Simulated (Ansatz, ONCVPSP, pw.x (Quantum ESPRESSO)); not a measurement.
**pw.x on bcc Ge: one setting changed**

Potential: optimised norm-conserving Vanderbilt (ONCV), ONCVPSP 4.0.1.1 (patched build), PBEsol; core [Ar] 3d10, reference 4s2 4p2; waves: 4s: rc 1.90 bohr, ncon 4, nbas 7, qcut 3.4 1/bohr, 2 projectors, debl 1.9 Ha; 4p: rc 2.50 bohr, ncon 3, nbas 7, qcut 2.8 1/bohr, 1 projector; d scattering state at 0.02 Ha: rc 2.50 bohr, ncon 4, nbas 9, qcut 3.8 1/bohr, 2 projectors, debl 1.7 Ha; local part: polynomial inside 1.50 bohr (lpopt 3, dvloc0 0 Ha); core correction: Teter function, fcfact 1.75, rcfact 1.5.

The reference run (k-mesh 14³, cutoffs 75/300 Ry, Fermi–Dirac 0.01 Ry, mixing_beta 0.4, conv_thr 1e-9, no spin) gives -0.54 GPa at 18.298 Å³/atom, where all-electron LAPW gives -0.09 GPa. This run, with its own iteration cap, changes k-mesh shift to 1.

```
&control
  calculation='scf', prefix='x', pseudo_dir='./', outdir='./tmp', tstress=.true., disk_io='none'
/
&system
  ibrav=0, nat=1, ntyp=1, ecutwfc=75, ecutrho=300, nbnd=9,
  occupations='smearing', smearing='fd', degauss=0.01
/
&electrons
  conv_thr=1e-09, mixing_beta=0.4, electron_maxstep=70
/
ATOMIC_SPECIES
Ge 1.0 Ge.UPF
CELL_PARAMETERS angstrom
  -1.66002468 1.66002468 1.66002468
  1.66002468 -1.66002468 1.66002468
  1.66002468 1.66002468 -1.66002468
ATOMIC_POSITIONS crystal
Ge 0.0000 0.0000 0.0000
K_POINTS automatic
14 14 14 1 1 1
```

```bash
pw.x < Ge.scf.in > Ge.scf.out
```

Task: How does the run end?

Result: It converges in 6 iterations; the free energy moves by +5.2 meV/atom and the pressure by +0.21 GPa.

```
Message from routine setup:
     using ibrav=0 with symmetry is DISCOURAGED, use correct ibrav instead
     lattice parameter (alat)  =       5.4334  a.u.
     unit-cell volume          =     123.4810 (a.u.)^3
     number of electrons       =         4.00
     number of Kohn-Sham states=            9
     kinetic-energy cutoff     =      75.0000  Ry
     charge density cutoff     =     300.0000  Ry
     scf convergence threshold =      1.0E-09
     Exchange-correlation= PBESOL
     number of k points=   100  Fermi-Dirac smearing, width (Ry)=  0.0100
     iteration #  1     ecut=    75.00 Ry     beta= 0.40
     total energy              =      -8.58262409 Ry
     estimated scf accuracy    <       0.00217053 Ry
     iteration #  2     ecut=    75.00 Ry     beta= 0.40
     total energy              =      -8.58237630 Ry
     estimated scf accuracy    <       0.00062218 Ry
     iteration #  3     ecut=    75.00 Ry     beta= 0.40
     total energy              =      -8.58242186 Ry
     estimated scf accuracy    <       0.00000269 Ry
     iteration #  4     ecut=    75.00 Ry     beta= 0.40
     total energy              =      -8.58242301 Ry
     estimated scf accuracy    <       0.00000006 Ry
     iteration #  5     ecut=    75.00 Ry     beta= 0.40
     total energy              =      -8.58242302 Ry
     estimated scf accuracy    <          5.3E-09 Ry
     iteration #  6     ecut=    75.00 Ry     beta= 0.40
     the Fermi energy is     7.9715 ev
!    total energy              =      -8.58242303 Ry
     estimated scf accuracy    <          2.2E-10 Ry
     smearing contrib. (-TS)   =      -0.00208604 Ry
     The total energy is F=E-TS. E is the sum of the following terms:
     one-electron contribution =       3.79282438 Ry
     hartree contribution      =       0.07353277 Ry
     xc contribution           =      -3.16587112 Ry
     ewald contribution        =      -9.28082301 Ry
     convergence has been achieved in   6 iterations
          total   stress  (Ry/bohr**3)                   (kbar)     P=       -3.29
     Message from routine punch:
     Nothing written, as per user request (disk_io='none')
```

The run took about 9.7 s on one core of a shared host (Neoverse-V2, 96 threads, 742 GiB, load 42).
